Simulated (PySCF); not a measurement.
**J couplings in C$_{4}$H$_{7}$N**

Geometry (Å), atoms numbered from 1 in this order:
```xyz
12

C    -0.1299    2.6463   -0.5205
N    -0.0950    1.4846   -0.5067
C    -0.0518    0.0801   -0.4637
C    -1.2200   -0.4366    0.3764
C     1.2951   -0.3687    0.1037
H    -0.1542   -0.2780   -1.4974
H    -1.1344   -0.0760    1.3992
H    -1.2165   -1.5235    0.3845
H    -2.1664   -0.0911   -0.0338
H     2.1120    0.0226   -0.4989
H     1.4123   -0.0062    1.1229
H     1.3501   -1.4543    0.1082
```

Couplings: B3LYP/pcJ-1 (spin–dipole term only in couplings to heteroatoms) in PySCF 2.14.0 with density-fitted response routines, geometry GFN2-xTB; gas phase, one conformer, non-relativistic. Couplings are averaged over pairs made equivalent by symmetry, fast rotation or ring inversion, so a value needn't be that of the named pair in this geometry, while other rotamers aren't included; one pair stands for each set, and the list holds those of at least 0.8 Hz over up to four bonds.

Isotopes: ¹³C, ¹H, ¹⁵N.

```tsv
pair	bonds	J (Hz)
C1, N2	1	?
N2, C3	1	-14.0
C3, C4	1	36.4
C3, H6	1	147.8
C4, H7	1	135.0
C1, C3	2	?
N2, H6	2	2.0
C3, H7	2	?
C4, H6	2	-2.7
H7, H8	2	?
C1, C4	3	1.0
C1, H6	3	2.5
N2, H7	3	?
C4, H10	3	5.1
H6, H7	3	6.9
```

Task: Estimate the withheld couplings, with signs.

Result: 
- ¹J(C1,N2) = -11.0 Hz (bond length 1.162 Å)
- ²J(C1,C3) = -8.2 Hz (angle at N2 179°)
- ²J(C3,H7) = -3.6 Hz (mean over equivalent pairs that range from -5.3 to -1.0 Hz in this conformer)
- ²J(H7,H8) = -13.6 Hz
- ³J(N2,H7) = -3.0 Hz (mean over equivalent pairs that range from -6.3 to -1.2 Hz in this conformer)
